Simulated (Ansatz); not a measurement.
System: hcp Cd. Method: rVV10 (Ansatz, a program for electronic structure, plane waves, PAW).

Run with plane-wave cutoff 520 eV, 24×24×10 k mesh (along the axes of the cell as run), Fermi–Dirac smearing 0.05 eV, scalar-relativistic PAW data made under PBE.

Results at a series of volumes:

| V (Å³/atom) | E − E_lowest (meV/atom) |
|---|---|
| 22.181 | 4.93 |
| 22.643 | 1.17 |
| 23.105 | 0.00 |
| 23.567 | 1.05 |
| 24.029 | 4.04 |

Problem. Estimate the bulk modulus and its pressure derivative from these points.

Solution. V0 = 23.106 Å³/atom, B0 = 38.6 GPa, B′ = 6.4 (fit to the energies at full precision).

Shape and atoms are relaxed at each volume.

Measured, for comparison: bulk modulus 53.8 GPa (zero-point energy and finite temperature contributions removed, our sources range from 50.7 to 53.8; as tabulated in doi:10.1021/acs.jctc.3c00612). Computed (rounded) less measured: bulk modulus -28 % (-24 % to -28 % over the range).

Note: the bulk modulus comes from volumes at which shape and atoms were relaxed.

The computed numbers hold no vibrational or temperature effects.

It cost about 12 core-minutes (a rough figure) of CPU time.
